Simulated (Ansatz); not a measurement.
A ladder of methods for CH4FSi (SMILES C[SiH]F)

CH4FSi has 7 atoms, charge 0, and is taken as a doublet. As SMILES, `C[SiH]F`. The shape was relaxed beforehand at wB97X-V/def2-SVP.

```xyz
7

C    -0.6533    0.3916   -0.3022
Si    0.9278   -0.5987   -0.1079
F     0.6407   -1.8362    0.9242
H    -1.4565   -0.2072   -0.7601
H    -0.4730    1.2742   -0.9383
H    -1.0011    0.7394    0.6864
H     2.0157    0.2369    0.4980
```

Quantity: the dissociation energy of the Si2–C1 bond into singlet SiHF and doublet CH3 (shapes relaxed at wB97X-V/def2-SVP, no zero-point term), in eV. The values are calculated.

```
              level                    kind  program  value (eV)  less CCSD(T)/def2-TZVP  CPU time (all runs)
      UHF/def2-TZVP            Hartree–Fock   Ansatz        2.28                   -0.30                1.4 s
     UPBE/def2-TZVP                     GGA   Ansatz        2.76                   +0.18                3.6 s
 U-r2SCAN/def2-TZVP                meta-GGA   Ansatz        2.85                   +0.27                8.1 s
   UB3LYP/def2-TZVP           global hybrid   Ansatz        2.51                   -0.07                  4 s
 UPBE0-D4/def2-TZVP           global hybrid   Ansatz        2.86                   +0.28                  4 s
U-wB97M-V/def2-TZVP  range-separated hybrid   Ansatz        2.58                    0.00                 16 s
  UB2PLYP/def2-TZVP           double hybrid   Ansatz        2.61                   +0.03                6.4 s
  RPA@PBE/def2-TZVP                     RPA   Ansatz        2.42                   -0.16                5.6 s
 UCCSD(T)/def2-TZVP   coupled cluster or CI   Ansatz        2.58                    0.00                 44 s
```

Differences are taken from UCCSD(T)/def2-TZVP for orientation; it has basis-set and higher-order errors of its own. The values span 2.28 to 2.86 eV. Hartree–Fock misses the correlation of the electron pair that is broken and comes out low. A fragment with an even electron count was run as a singlet and may have a lower triplet. Measured bond enthalpies also hold zero-point and thermal terms, a few tenths of an eV less. CPU times are rough (shared hosts, several kinds of processor and program).
